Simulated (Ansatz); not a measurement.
**AlH₃O (triplet): the correlation ladder at distance Al1–H4 along a hydrogen transfer = 2.118 Å, cc-pVDZ**

An exercise on one series of results from a longer session: the logs are not shown, and one member is left open.

Method: cc-pVDZ, core rule «outside noble gas», up to 6 orbitals frozen; program: Ansatz 0.2.0, Gaussian basis.

To be run: UHF; CCSD(T) on ROHF; CCSD(T) on UHF; BCCD(T) on ROHF; CISD; CCSDT(Q) on ROHF; CCSDT(Q) on UHF; CASSCF and MRCISD+Q, 4 electrons in 4 orbitals; CASSCF and NEVPT2, 4 electrons in 4 orbitals.

13 further runs of the same task are left out: 9 for a known fault of the program, 4 that didn't finish.

**The system**

The geometry derives from fragments relaxed apart (PBE0/def2-TZVP) and kept rigid, so it is no stationary point. A hydrogen atom is moved between rigid fragments.

5 atoms, charge 0, spin multiplicity 3.

Atoms are counted from 1 here; the program's logs count them from 0.

Bond lengths: Al1–H2 1.586 Å, Al1–H3 1.586 Å, H4–O5 1.203 Å. Angles: H2–Al1–H3 120.0°.

Set-up of the first run:

The input, in.yaml:

```yaml
crystal:
  periodic: [false, false, false]
  atoms:
    - {symbol: Al, position_ang: [-1.166627, 0.000000, 0.000000]}
    - {symbol: H, position_ang: [-1.959551, 1.373384, 0.000000]}
    - {symbol: H, position_ang: [-1.959550, -1.373384, 0.000000]}
    - {symbol: H, position_ang: [0.951373, 0.000000, 0.000000]}
    - {symbol: O, position_ang: [2.154373, 0.000000, 0.000000]}
basis:
  gaussian: {orbitals: cc-pVDZ}
magnetization: {spin_polarized: true, initial_magnetization: 2}
hamiltonian: {xc: hf}
output: {orbitals: {seedname: orbitals}}
```

Run with:

```bash
$ ansatz run in.yaml --threads 1 --pin off --events-out ev --progress --plain --max-ram 2393MiB
```

Among the steps run: UHF; CCSD(T) on ROHF; CCSD(T) on UHF; BCCD(T) on ROHF; CISD; CCSDT(Q) on ROHF; CCSDT(Q) on UHF; CASSCF and MRCISD+Q, 4 electrons in 4 orbitals; CASSCF and NEVPT2, 4 electrons in 4 orbitals.

One of the session's tables, all rows but one given; the rest of the session is left out.

| method | from UCCSDT(Q) (kJ/mol) |
| --- | --- |
| ROHF | +695.3 |
| UHF | +664.3 |
| RMP2 | +104.9 |
| UMP2 | +112.2 |
| CISD | ? |
| RCCSD | +14.3 |
| UCCSD | +13.5 |
| RCCSD(T) | +3.4 |
| UCCSD(T) | +3.3 |
| BCCD(T) | +3.4 |
| RCCSDT | +1.2 |
| UCCSDT | +1.1 |
| RCCSDT(Q) | +0.1 |
| UCCSDT(Q) | 0 |
| CASSCF pair | +605.8 |
| NEVPT2 pair | +96.9 |
| MRCISD pair | +49.9 |
| MRCISD+Q pair | +5.3 |

Estimate the missing values for CISD.

The run gave: from UCCSDT(Q) (kJ/mol): +63.3. In the column «from UCCSDT(Q) (kJ/mol)» it lies between MRCISD pair (+49.9) and NEVPT2 pair (+96.9).

Caveats from the session: Restricted and unrestricted rows rest on different reference determinants; where their highest levels disagree by more than a few hundredths of an eV, they describe different states and don't form one ladder.
